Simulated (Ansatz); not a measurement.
# Molecular dynamics of CH3SSi, charge -1

Input file:

```yaml
crystal:
  periodic: [false, false, false]
  atoms:
    - { symbol: Si, position_ang: [-0.293821, -0.043166, -1.047963] }
    - { symbol: C, position_ang: [0.588616, -0.079816, 0.58705] }
    - { symbol: S, position_ang: [0.805715, -1.296076, 1.739302] }
    - { symbol: H, position_ang: [-1.605346, -0.800067, -0.854494] }
    - { symbol: H, position_ang: [-0.751523, 1.418726, -1.138232] }
    - { symbol: H, position_ang: [1.25636, 0.800398, 0.714337] }
total_charge: -1
basis:
  gaussian: { orbitals: cc-pVDZ }
hamiltonian:
  xc: b3lyp
md:
  timestep: 0.5
  n_steps: 300
  ensemble: nve
  temperature: 300.0
  initial_velocities: maxwell_boltzmann
  seed: 323590
  masses: [{ species: H, mass: 2.014 }]
```

Run as:

```bash
$ ansatz run input.yaml --threads 1 --pin off --max-ram 2048MiB --backend cpu --events-out ev --progress --plain --runs-dir out
```

It starts from a relaxed structure.

Output, in part (step lines, the closing report, with atoms numbered from 0):

```
md step     0: t =     0.00 fs  T =   300.0 K  F+E_penalty+E_count = -19799.54372488 eV  E_kin = 0.155112 eV  conserved = -19799.38861288 eV  (26 SCF iters)
md step     1: t =     0.50 fs  T =   297.6 K  F+E_penalty+E_count = -19799.54248480 eV  E_kin = 0.153873 eV  conserved = -19799.38861207 eV  (26 SCF iters)
md step     2: t =     1.00 fs  T =   290.6 K  F+E_penalty+E_count = -19799.53886320 eV  E_kin = 0.150261 eV  conserved = -19799.38860250 eV  (26 SCF iters)
md step     3: t =     1.50 fs  T =   279.4 K  F+E_penalty+E_count = -19799.53302620 eV  E_kin = 0.144442 eV  conserved = -19799.38858460 eV  (26 SCF iters)
md step     4: t =     2.00 fs  T =   264.4 K  F+E_penalty+E_count = -19799.52527152 eV  E_kin = 0.136712 eV  conserved = -19799.38855948 eV  (25 SCF iters)
md step     5: t =     2.50 fs  T =   246.6 K  F+E_penalty+E_count = -19799.51601036 eV  E_kin = 0.127481 eV  conserved = -19799.38852889 eV  (25 SCF iters)
md step     6: t =     3.00 fs  T =   226.8 K  F+E_penalty+E_count = -19799.50573901 eV  E_kin = 0.117244 eV  conserved = -19799.38849512 eV  (25 SCF iters)
md step     7: t =     3.50 fs  T =   206.1 K  F+E_penalty+E_count = -19799.49500227 eV  E_kin = 0.106541 eV  conserved = -19799.38846080 eV  (25 SCF iters)
[... lines left out ...]
md step   297: t =   148.50 fs  T =   193.3 K  F+E_penalty+E_count = -19799.48853505 eV  E_kin = 0.099953 eV  conserved = -19799.38858168 eV  (25 SCF iters)
md step   298: t =   149.00 fs  T =   182.9 K  F+E_penalty+E_count = -19799.48310412 eV  E_kin = 0.094555 eV  conserved = -19799.38854917 eV  (25 SCF iters)
md step   299: t =   149.50 fs  T =   170.4 K  F+E_penalty+E_count = -19799.47662231 eV  E_kin = 0.088117 eV  conserved = -19799.38850504 eV  (24 SCF iters)
md step   300: t =   150.00 fs  T =   157.3 K  F+E_penalty+E_count = -19799.46979148 eV  E_kin = 0.081335 eV  conserved = -19799.38845667 eV  (27 SCF iters)
Total energy: -19799.47001306 eV, -727.6171024172 hartree
Atom 0 at    -0.287995    -0.048485    -1.033481 Å, force    -0.205552     0.041839    -0.279082 eV/Å
Atom 1 at     0.602596    -0.105528     0.592138 Å, force    -1.197796     0.243958    -0.925549 eV/Å
Atom 2 at     0.803319    -1.286606     1.727148 Å, force     0.344210    -0.801361     0.826971 eV/Å
Atom 3 at    -1.642296    -0.777872    -0.910187 Å, force     0.248393     0.070004     0.059682 eV/Å
Atom 4 at    -0.711657     1.437072    -1.115827 Å, force     0.039871    -0.176294     0.040137 eV/Å
Atom 5 at     1.126968     0.836625     0.708808 Å, force     0.770874     0.621854     0.277840 eV/Å
Dipole moment:     0.147476     0.090299     0.249879 e Å
```

The steps, from the saved trajectory:

```csv
time (fs),T (K),potential energy less start (eV),conserved less start (meV/atom)
0.0,300,0.000,0.00
5.0,149,0.078,0.04
10.0,121,0.093,0.03
15.0,136,0.085,0.02
20.0,105,0.101,0.03
25.0,157,0.074,0.02
30.0,202,0.051,0.02
35.0,157,0.074,0.02
40.0,79,0.115,0.04
45.0,188,0.058,0.01
50.0,118,0.094,0.03
55.0,101,0.103,0.02
60.0,159,0.073,0.02
65.0,178,0.063,0.03
70.0,189,0.057,0.01
75.0,170,0.067,0.03
80.0,201,0.051,0.01
85.0,86,0.111,0.03
90.0,120,0.093,0.03
95.0,178,0.063,0.02
100.0,143,0.081,0.02
105.0,157,0.074,0.03
110.0,173,0.066,0.02
115.0,150,0.078,0.01
120.0,66,0.122,0.05
125.0,162,0.071,0.01
130.0,118,0.094,0.03
135.0,114,0.096,0.04
140.0,226,0.038,0.00
145.0,187,0.059,0.03
150.0,157,0.074,0.03
```

All steps were run. The conserved energy stayed within 0.049 meV per atom of its start (net change 0.026 meV per atom), so the integration is sound. The temperature averaged 0.51 of the 300 K drawn at the start: a run that starts near a minimum puts about half its kinetic energy into the potential. A run of 0.15 ps of so small a system gives no equilibrium averages. Limits of this set-up: an anion without diffuse functions, the dipole of an ion depends on the origin.

The same pairs are bonded in the first frame and the last. Pairs count as bonded within 1.25 times the sum of covalent radii (0.12 Å more for H–H).

Last frame:

```xyz
6
Properties=species:S:1:pos:R:3
Si -0.288 -0.049 -1.034
C 0.603 -0.105 0.592
S 0.803 -1.287 1.727
H -1.642 -0.778 -0.910
H -0.712 1.437 -1.116
H 1.127 0.837 0.709
```

Run time: 11 min on 1 thread of Arm Neoverse V1, on a shared host, peak memory 0.12 GiB.
